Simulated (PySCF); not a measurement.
Which level of theory gave which numbers?

Compound: C₃H₅N₃.
Atom-mapped SMILES: `[CH3:1][n:2]1[cH:3][cH:4][n:5][n:6]1` (hydrogens: H7, H8, H9 on C1; H10 on C3; H11 on C4)

Cartesian coordinates in Å at the PBE0-D3(BJ)/def2-SVP level; atoms count from 1:
```
atom  x, y, z in Å
C1    -1.6843    0.1435    0.0900
N2    -0.2636   -0.0715   -0.0029
C3     0.7343    0.8387   -0.0749
C4     1.8737    0.0687   -0.1569
N5     1.5078   -1.2353   -0.1303
N6     0.2238   -1.3118   -0.0382
H7    -1.9276    0.7598    0.9670
H8    -2.0675    0.6326   -0.8174
H9    -2.1524   -0.8421    0.1960
H10    0.5579    1.9109   -0.0619
H11    2.9148    0.3751   -0.2304
```

The closed-shell ground state was solved 5 times with PySCF (density fitting, gas phase), always in the pcSseg-2 basis (286 functions), with these functionals: B97-2, BHandHLYP, CAM-B3LYP, LC-wPBE and wB97X-D.

| row | total energy (Eh) | HOMO (eV) | LUMO (eV) | dipole (D) |
| --- | --- | --- | --- | --- |
| P | -281.5418 | -7.33 | -0.24 | 4.63 |
| Q | -281.4649 | -8.50 | 0.83 | 4.75 |
| R | -281.5121 | -8.91 | 0.89 | 4.76 |
| S | -281.5456 | -9.42 | 1.62 | 4.73 |
| T | -281.4615 | -10.26 | 2.03 | 4.79 |

Problem. Which functional belongs to which row?

Solution. P = B97-2, Q = BHandHLYP, R = CAM-B3LYP, S = wB97X-D, T = LC-wPBE. By rising HOMO–LUMO gap: B97-2 (global hybrid, 21 % exact exchange) 7.09 eV; BHandHLYP (global hybrid, 50 % exact exchange) 9.33 eV; CAM-B3LYP (range-separated hybrid) 9.80 eV; wB97X-D (range-separated hybrid) 11.04 eV; LC-wPBE (range-separated hybrid) 12.29 eV. Total energies of different functionals aren't bounds to one another; each is stationary for its own functional.

wB97X-D is run here without its empirical dispersion term; that term would change no orbital, density or response property at a fixed geometry.
